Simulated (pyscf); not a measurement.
## Routes from H₂O + HO–Si(OH)(F)–F

Candidate steps break at most two bonds and form at most two. Each was searched with GFN2-xTB (tblite) first. Optimised with ωB97X-D3(BJ)/def2-SVP in PySCF. Energies: ωB97M-D3(BJ)/def2-TZVP, kJ/mol, from the separated reactants, singlet surface; ΔG‡ with ideal gas, 1 atm, RRHO with modes under 100 cm⁻¹ raised to 100, one conformer, R ln 2 for chiral ones without a mode under 150 cm⁻¹.

```json
[
 {"products": "HO–Si(OH)(F)–F + H₂O", "type": "four-centre exchange", "ΔE‡": "79.3", "ΔE": "0.0", "ΔG‡ 298 K": "130.8", "ΔG‡ 900 K": "238.7", "ν‡ (cm⁻¹)": "899i"},
 {"products": "HO–Si(OH)(OH)–F + HF", "type": "four-centre exchange", "ΔE‡": "81.5", "ΔE": "+38.2", "ΔG‡ 298 K": "131.5", "ΔG‡ 900 K": "236.7", "ν‡ (cm⁻¹)": "612i"}
]
```

Row 1: On the reactant side the descent ends in a bound adduct (not fully relaxed), 35.4 kJ/mol under the separated species and 114.9 kJ/mol under the saddle at ωB97X-D3(BJ)/def2-TZVP. On the product side the descent ends in a bound adduct, 35.5 kJ/mol under the separated species and 115.0 kJ/mol under the saddle at ωB97X-D3(BJ)/def2-TZVP. Row 2: On the reactant side the descent ends in an adduct with a O–Si contact, 35.8 kJ/mol over the separated species and 46.2 kJ/mol under the saddle at ωB97X-D3(BJ)/def2-TZVP. On the product side the descent ends in a bound adduct, 34.0 kJ/mol under the separated species and 79.2 kJ/mol under the saddle at ωB97X-D3(BJ)/def2-TZVP. 

Plain bond fissions and candidates not yet searched are not listed, and one of them may be faster. Each barrier is that of the saddle found; lower ones may exist.
